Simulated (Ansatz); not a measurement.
## HGaAl, quartet in 6-31G: errors against full CI

Geometry: a point of a stretch scan, not a stationary point.

```xyz
3

Al    0.0000    0.0000    4.6649
Ga    0.0000    0.0000   -1.5531
H     0.0000    0.0000   -3.1118
```

Basis 6-31G (Cartesian d functions); Ansatz 0.2.0. Only valence electrons are correlated (noble-gas cores and the filled d shells of p-block atoms frozen), which leaves 7 electrons in 25 orbitals. Prefix R: restricted or restricted open-shell reference; prefix U: unrestricted. Active spaces: pair = (5e, 5o) about the gap; valence = (7e, 9o) chosen from the atoms' valence shells. No spin–orbit coupling is included, and no scalar relativity.

Full CI is exact within this basis and frozen core; it isn't the basis-set limit. The frozen core follows each run's orbitals, which can shift R against U totals by a few meV for light atoms and by up to 0.1 eV past Ca.

```
UHF ⟨S²⟩                          : 3.757
T1 diagnostic (RCCSD)             : 0.0225
largest doubles amplitude (RCCSD) : 0.112
```

| level | E − E(full CI) (kJ/mol) | share of correlation (%) | wall time |
| --- | --- | --- | --- |
| RHF | 157.6 | 0.00 | – |
| RMP2 | 62.1 | 60.58 | – |
| RCCSD | 1.7 | 98.89 | – |
| RCCSD(T) | 0.5 | 99.69 | 13 s |
| BCCD(T) | 0.4 | 99.73 | 13 s |
| RCCSDT | -0.1 | 100.07 | – |
| RCCSDT(Q) | -0.1 | 100.08 | 19 s |
| CASSCF (pair space) | 110.8 | 29.70 | – |
| NEVPT2 (pair space) | 46.2 | 70.67 | 15 s |
| MRCISD (pair space) | 3.8 | 97.58 | – |
| MRCISD+Q (pair space) | -2.8 | 101.77 | 16 s |
| CASSCF (valence space) | 36.7 | 76.72 | – |
| NEVPT2 (valence space) | 13.3 | 91.54 | 7.5 s |
| MRCISD (valence space) | 0.3 | 99.79 | – |
| MRCISD+Q (valence space) | -0.2 | 100.14 | 9 s |

The correlation energy at full CI, counted from RHF, is -1.633 eV. That run took 2.4 min on 1 thread of Arm Neoverse V2, shared host over 3,984,750 determinants.

Run but not shown, since their state or frozen core can't be matched to the reference's or they repeat it: UHF, UMP2, UCCSD, UCCSD(T), UCCSDT, UCCSDT(Q).

Times hold each run's SCF and search for its determinant on a shared host, so for small cases they say little of a method's own cost; they ran on 1 thread of Arm Neoverse V2.

More than 5 meV below full CI, which no variational method can be: MRCISD+Q (pair space).

The full-CI state has the irrep B2 of C2v, in the program's axes (one component, if the state is degenerate).

Natural occupations of full CI about the gap: 1.954 1.906 0.998 0.997 0.996 0.041 0.041 0.027 0.014 0.007; effectively unpaired electrons, Σ n²(2−n)², 3.06.
